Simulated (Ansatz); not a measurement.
**BHO (SMILES B=O): functionals against CCSD(T) at one geometry**

One table from this session's results is given with a row withheld; the runs are named, their logs left out.

Method: single points in def2-TZVPP; program: Ansatz 0.2.0, Gaussian basis.

Cores are frozen in the correlated methods.

**Where the work starts**

SMILES `B=O`, 3 atoms, charge 0, spin multiplicity 1.

Atoms are counted from 1 here; the program's logs count them from 0.

Bond lengths: B1–O2 1.285 Å, B1–H3 0.898 Å. Angles: O2–B1–H3 159.1°.

Geometry (Å):

```xyz
3
charge 0, multiplicity 1
B    -0.03230   -0.10170   -0.13620
O     0.88820    0.37120    0.62600
H    -0.79610   -0.50850   -0.37670
```

Set-up of the first run:

File run/in.yaml:

```yaml
crystal:
  periodic: [false, false, false]
  atoms:
    - {symbol: B, position_ang: [-0.032300, -0.101700, -0.136200]}
    - {symbol: O, position_ang: [0.888200, 0.371200, 0.626000]}
    - {symbol: H, position_ang: [-0.796100, -0.508500, -0.376700]}
basis:
  gaussian: {orbitals: def2-TZVPP}
correlation: {method: ccsd_t}
output: {forces: true}
```

The command line of these runs was not kept.

Steps of the session up to this table: CCSD(T)/def2-TZVPP; PBE0-D4/def2-TZVPP; wB97M-V/def2-TZVPP; r2SCAN-D4/def2-TZVPP; PBE-D4/def2-TZVPP; SPW92/def2-TZVPP; LC-wPBE/def2-TZVPP.

One of the session's tables, all rows but one given; the rest of the session is left out.

```
   method  RMS force component (eV/Å)  angle to CCSD(T) forces (°)  dipole (D)
  CCSD(T)                       8.732                    reference        2.80
  PBE0-D4                       9.080                          2.2        2.97
  wB97M-V                           ?                            ?           ?
r2SCAN-D4                       8.902                          1.4        2.87
   PBE-D4                       8.708                          0.3        2.69
    SPW92                       8.999                          1.1        2.71
  LC-wPBE                       9.207                          2.9        3.06
```

**Question.** Estimate the row for wB97M-V.

The run gave: RMS force component (eV/Å): 8.954; angle to CCSD(T) forces (°): 2.4; dipole (D): 3.03. In the column «RMS force component (eV/Å)» it lies between r2SCAN-D4 (8.902) and SPW92 (8.999).
